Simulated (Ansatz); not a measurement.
Take a crystal in which Au has been replaced by W on all its sites, with the cell rescaled by a rough guess (in some cases also distorted within its space group) and nothing relaxed:

```xyz
4
Lattice="1.6918 -2.2250 0.0000 1.6918 2.2250 0.0000 0.0000 0.0000 9.1924" Properties=species:S:1:pos:R:3 pbc="T T T"
Nb    1.6918    0.0000    7.0507
Nb    0.0000    0.0000    4.5962
Nb    1.6918    0.0000    2.1416
W     0.0000    0.0000    0.0000
```

The calculation used DFT PBEsol, scalar-relativistic, plane waves, PAW (Ansatz).

Plane waves to 420 eV, a k mesh through Γ of 16×16×6 on the computed 4-atom cell and Gaussian smearing (0.10 eV); no spin polarisation.

**Question.** What pressure does the cell carry?

**Answer.** The pressure is -1.9 GPa (positive in compression), so the cell would contract.

**Question.** Is it a metal on this mesh?

**Answer.** Yes, a band crosses the Fermi level.

**Question.** What is its energy against the elements in their standard states?

**Answer.** +0.028 eV/atom at this unrelaxed geometry, with the elements in the same functional.

Spin-orbit coupling is left out, which matters for the bands of heavy elements.